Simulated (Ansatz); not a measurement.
## doublet AlS: levels of theory in one basis

| atom | x (Å) | y (Å) | z (Å) |
| --- | --- | --- | --- |
| Al | 0.0000 | 0.0000 | 0.0000 |
| S | 0.0000 | 0.0000 | 1.9276 |

Basis set: def2-SVP (spherical functions). Frozen core: 10 orbitals. Correlation on ROHF uses semicanonical orbitals with singles. Charge 0, multiplicity 2.

Computed with Ansatz (development build ahead of 0.2.0); each method stands on the lowest determinant of its kind that the runs found.

```tsv
method	E − E(ROHF) (eV)	<S²> of the determinant
ROHF	0.00	–
UHF	-0.06	0.76
ROHF-MP2	-4.48	–
UHF-MP2	-4.49	0.76
ROHF-CCSD(T)	-5.20	–
UHF-CCSD(T)	-5.20	0.76
```
